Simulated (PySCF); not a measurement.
C₃H₈N (doublet state).
Atom-mapped SMILES: `[CH3:1][CH:2][CH2:3][NH2:4]` (hydrogens: H5, H6, H7 on C1; H8 on C2; H9, H10 on C3; H11, H12 on N4)

Geometry (PBE0-D3(BJ)/def2-SVP, Å), atoms numbered from 1 in this order:
```xyz
12
C3H8N angstrom
C     -1.7744   -0.1962   -0.2318
C     -0.4301   -0.3135    0.3837
C      0.7426    0.4234   -0.1549
N      1.9856   -0.0862    0.3905
H     -2.4463   -1.0064    0.0903
H     -1.7236   -0.2112   -1.3341
H     -2.2776    0.7555    0.0413
H     -0.3320   -0.6969    1.4055
H      0.6838    0.4242   -1.2688
H      0.6663    1.4969    0.1289
H      2.1310   -1.0451    0.0801
H      2.7771    0.4541    0.0497
```

Computed with PBE0-D3(BJ)/def2-SVP geometry optimisation, gas phase (PySCF).

Take the most abundant isotopes and a rigid rotor. The values belong to one conformer with, in the numbering `[CH3:1][CH:2][CH2:3][NH2:4]`, C1–C2–C3–N4 -166°, C2–C3–N4–H 65° and -177°.

Task: What are A, B and C (GHz)?

Result: Ia = 17.61, Ib = 134.52, Ic = 142.75 u·Å²; 505379 MHz·u·Å²/I gives 28697, 3757 and 3540 MHz, that is A = 28.697, B = 3.7570, C = 3.5403 GHz.

Task: What kind of rotor is it?

Result: A near-prolate asymmetric top. Ray's parameter κ = (2B − A − C)/(A − C) = -0.983; −1 is the prolate and +1 the oblate limit.

Task: What does the inertial defect say?

Result: Not planar: Δ = Ic − Ia − Ib = -9.38 u·Å². For a rigid frame Δ = −2 Σ m c², so Σ m c² = 4.69 u·Å² lies off the ab plane: 4.38 from hydrogen and 0.31 from heavier atoms. The atom farthest from that plane is 1.02 Å away.

Task: Give the other two planar moments, Paa and Pbb, and the rms extents of the mass along the axes.

Result: Paa = Σ m a² = (Ib + Ic − Ia)/2 = 129.83 and Pbb = Σ m b² = (Ia + Ic − Ib)/2 = 12.92 u·Å². With the mass M = 58.07 u, the rms extents √(P/M) along a, b and c are 1.50, 0.47, 0.28 Å.

Task: Which lines would a microwave search look for?

Result: The dipole components are |μa| = 0.05 D, |μb| = 0.96 D, |μc| = 0.82 D. Intensities carry the squares of the components, which stand as 0.00 : 1.00 : 0.74 (a : b : c). Some lines, for components of 0.1 D or more:

| type | branch | J(Ka,Kc) | MHz | lower level (cm⁻¹) |
| --- | --- | --- | --- | --- |
| c | Q | 5(1,5) ← 5(0,5) | 23462 | 3.650 |
| c | Q | 4(1,4) ← 4(0,4) | 23982 | 2.433 |
| b | R | 2(1,2) ← 1(0,1) | 39317 | 0.243 |
| c | R | 5(1,4) ← 4(0,4) | 63171 | 2.433 |
| c | Q | 5(2,4) ← 5(1,4) | 73525 | 4.541 |
| b | R | 3(2,2) ← 2(1,1) | 96711 | 1.577 |
| c | R | 4(2,3) ← 3(1,3) | 104983 | 2.274 |
| b | R | 4(2,2) ← 3(1,3) | 105004 | 2.274 |
| b | R | 5(2,4) ← 4(1,3) | 110546 | 3.306 |
| b | R | 5(3,2) ← 4(2,3) | 161736 | 5.776 |
| c | Q | 4(4,1) ← 4(3,1) | 175334 | 9.954 |
| b | R | 4(4,0) ← 3(3,1) | 204526 | 8.980 |
| b | R | 5(4,2) ← 4(3,1) | 211823 | 9.954 |
| c | R | 5(5,0) ← 4(4,0) | 261919 | 15.802 |
| c | R | 5(5,1) ← 4(4,1) | 261919 | 15.802 |

For this open shell read J as N, the rotation without spin; fine and hyperfine splittings come on top. PBE0-D3(BJ)/def2-SVP frequencies: not computed here. ⟨S²⟩ = 0.755 (exact for a doublet: 0.75). No vibrational averaging or centrifugal distortion is included, and the geometry carries the error of its method. A rigid rotor knows nothing of inversion at nitrogen or internal rotation, which can split or shift real lines. Quadrupole hyperfine structure (14N) is left out.
